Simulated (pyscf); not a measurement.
Single points on ωB97X-D3(BJ)/def2-SVP structures (PySCF, gas phase).

Problem. Estimate the classical barrier height and the reaction energy of H₂N–Ta(Cl)(Cl)(Cl)–Cl (SMILES [NH2][Ta]([Cl])([Cl])([Cl])[Cl]) + HCl (SMILES Cl) → Cl–Ta(Cl)(Cl)(Cl)–Cl (SMILES [Cl][Ta]([Cl])([Cl])([Cl])[Cl]) + NH₃ (SMILES N) at ωB97M-D3(BJ)/def2-TZVP. The step runs on the singlet surface, breaks N–Ta, Cl–H and forms Cl–Ta, H–N; take the separated reactants as zero.

Solution. ΔE‡ = 13.8 kJ/mol, ΔE = -17.0 kJ/mol. Zero-point energy shifts the barrier by +3.7 kJ/mol. It is a four-centre exchange, with an imaginary mode of 287i cm⁻¹. On the reactant side the descent ends in an adduct with a Cl–Ta contact, 11.7 kJ/mol under the separated species and 8.7 kJ/mol under the saddle at ωB97X-D3(BJ)/def2-TZVP. On the product side the descent ends in an adduct with a N–Ta contact, 142.1 kJ/mol under the separated species and 168.6 kJ/mol under the saddle at ωB97X-D3(BJ)/def2-TZVP. What is counted as formed (Cl–Ta) is already present as a longer contact in the reactant adduct; forming that adduct is a step of its own. What is counted as broken (N–Ta) persists as a longer contact in the product adduct; parting that adduct is a step of its own. At ωB97X-D3(BJ) the barrier from the zero used here is -2.9 kJ/mol. This is the saddle that the search found; another between the same sides may lie lower. Elements past Kr carry the def2 core potentials, without spin-orbit coupling.
